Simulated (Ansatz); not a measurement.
`OC1=CN1` + H–F → `FC1=CN1` + H₂O at 600 K and 1 bar (substitution at a C–O bond).

Program: Ansatz. Geometries: PBE0-D4/def2-TZVP. ΔE: electronic, gas phase. CCSD(T)/CBS adds triple-zeta CCSD(T) − MP2 to the extrapolated MP2 energy (def2 sets, frozen cores). This one scheme is used for every species. Each species was taken in one conformer, which may not be the lowest.

| species | CCSD(T)/CBS energy (Eh) | H − E (kJ/mol) | S (J/(mol·K)) |
| --- | --- | --- | --- |
| `OC1=CN1` | -207.63901 | 169.5 | 336.3 |
| H–F | -100.39570 | 42.3 | 194.0 |
| `FC1=CN1` | -231.64140 | 133.1 | 323.8 |
| H₂O | -76.37941 | 76.8 | 212.8 |

H − E and S are ideal-gas, rigid-rotor, harmonic terms from PBE0-D4/def2-TZVP, for one conformer and one mirror image of each species. 1 Eh = 2625.50 kJ/mol, R = 8.31446 J/(mol·K).

**Question.** By hand: ΔE, ΔH, ΔS and ΔG.

**Answer.** ΔE = (-231.64140) + (-76.37941) − (-207.63901) − (-100.39570) = 0.01390 Eh = 36.5 kJ/mol. Δ(H − E) = 133.1 + 76.8 − 169.5 − 42.3 = -1.9, so ΔH = 34.6 kJ/mol. ΔS = 323.8 + 212.8 − 336.3 − 194.0 = 6.3 J/(mol·K). ΔG = 34.6 − 600 × (6.3)/1000 = 30.8 kJ/mol.

**Question.** By hand: the equilibrium constant, and the temperature at which ΔG would vanish if ΔH and ΔS stayed fixed.

**Answer.** log₁₀ K = −ΔG/(RT ln 10) = -2.7. ΔG = 0 at ΔH/ΔS = 5492 K, far beyond where these terms or the molecules hold.

The number of gas molecules stays the same, so ΔS is small and ΔH decides. A doubt of 5 kJ/mol in ΔE shifts log₁₀ K by 0.4 here. Other conformers and mirror images would add mixing entropy, several J/(mol·K) or more a flexible species. These are equilibria of isolated gas molecules and say nothing of rates. Largest T1 diagnostic: 0.014 (customary marks: 0.02 for closed shells, 0.045 for open ones).
